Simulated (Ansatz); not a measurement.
Process, species as SMILES: O (H2O) → [OH] (OH) + H atom
B3LYP-D3(BJ)/def2-TZVP geometries, fixed; electronic energies without zero-point terms.
Largest species:
```
O
H 1 0.9627
H 1 0.9627 2 105.24
```

Basis-set convergence of the bond dissociation energy at HF with Ansatz (a first-principles code). All functions are spherical. Open shells are unrestricted. No added dispersion term, no relativity. Functions are those of the species that has most. Reference: the value in pcseg-4, 87.49 kcal/mol, itself unsure by roughly 0.09 kcal/mol (its mean distance from aug-pcseg-3, aug-cc-pVQZ, cc-pV5Z). Deviations are taken from unrounded values.

```
basis              functions  bond dissociation energy (kcal/mol)  minus reference (kcal/mol)
-----------------  ---------  -----------------------------------  --------------------------
def2-SV(P)                18                                78.37                       -9.12
pcseg-1                   24                                85.36                       -2.12
cc-pVTZ                   58                                86.58                       -0.90
pcseg-2                   58                                87.40                       -0.09
def2-TZVPP                59                                87.07                       -0.41
6-311++G(3df,3pd)         75                                87.73                        0.25
aug-cc-pVTZ               92                                87.26                       -0.23
aug-pcseg-3              183                                87.57                        0.08
pcseg-4                  223                                87.49                        0.00
```
